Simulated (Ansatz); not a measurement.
[H···H···BH2], doublet in cc-pVTZ: errors against UCCSDT(Q)

All five atoms lie in one plane.

Geometry: a point of a hydrogen-transfer path between rigid fragments, not a stationary point.

```xyz
5

H    -1.9919    0.0000    0.0000
H    -1.0769    0.0000    0.0000
B     0.1611    0.0000    0.0000
H     0.6702    0.0000    1.0770
H     0.6702    0.0000   -1.0770
```

Basis cc-pVTZ; Ansatz 0.2.0. Only valence electrons are correlated (noble-gas cores frozen), which leaves 7 electrons in 85 orbitals. R marks a restricted (for open shells ROHF) determinant, U an unrestricted one. Active spaces: pair = (3e, 3o) about the gap; valence = (7e, 8o) chosen from the atoms' valence shells.

Full CI isn't at hand for all of this; UCCSDT(Q) serves as the reference, and is uncertain by about the last step of the cluster series. The frozen core follows each run's orbitals, which can shift R against U totals by a few meV.

```
UHF ⟨S²⟩                          : 0.765
T1 diagnostic (RCCSD)             : 0.0199
largest doubles amplitude (RCCSD) : 0.037
T1 diagnostic (UCCSD)             : 0.0112
```

| level | E − E(UCCSDT(Q)) (kcal/mol) | share of correlation (%) | wall time |
| --- | --- | --- | --- |
| RHF | 99.98 | 0.00 | – |
| UHF | 96.35 | 3.63 | – |
| RMP2 | 17.85 | 82.14 | – |
| UMP2 | 18.21 | 81.78 | – |
| RCCSD | 2.48 | 97.52 | – |
| UCCSD | 2.40 | 97.60 | – |
| RCCSD(T) | 0.39 | 99.61 | 14 s |
| UCCSD(T) | 0.40 | 99.60 | 14 s |
| BCCD(T) | 0.40 | 99.60 | 2.5 s (H100) |
| RCCSDT | 0.05 | 99.95 | – |
| UCCSDT | 0.04 | 99.96 | – |
| RCCSDT(Q) | 0.00 | 100.00 | 4.8 s (H100) |
| CASSCF (pair space) | 88.49 | 11.49 | – |
| NEVPT2 (pair space) | 18.57 | 81.43 | 2.4 s (H100) |
| CASSCF (valence space) | 65.08 | 34.91 | – |
| NEVPT2 (valence space) | 16.52 | 83.48 | 3.6 s |
| MRCISD (valence space) | 3.00 | 96.99 | – |
| MRCISD+Q (valence space) | 0.36 | 99.64 | 3.5 s (H100) |
| MRCISD+Q(relaxed) (valence space) | -0.39 | 100.39 | 4.5 s (H100) |

The correlation energy at UCCSDT(Q), counted from RHF, is -4.335 eV. That run took 4.8 s on 2 threads of AMD EPYC 7R13 with a shared H100 80 GB, shared host.

Times hold each run's SCF and search for its determinant on a shared host, so for small cases they say little of a method's own cost; rows without a card ran on 1 thread of AMD EPYC 7R13.

Natural occupations of CASSCF (valence space) about the gap: 1.982 1.980 1.976 1.000 0.020 0.018 0.016 0.009; effectively unpaired electrons, Σ n²(2−n)², 1.01.
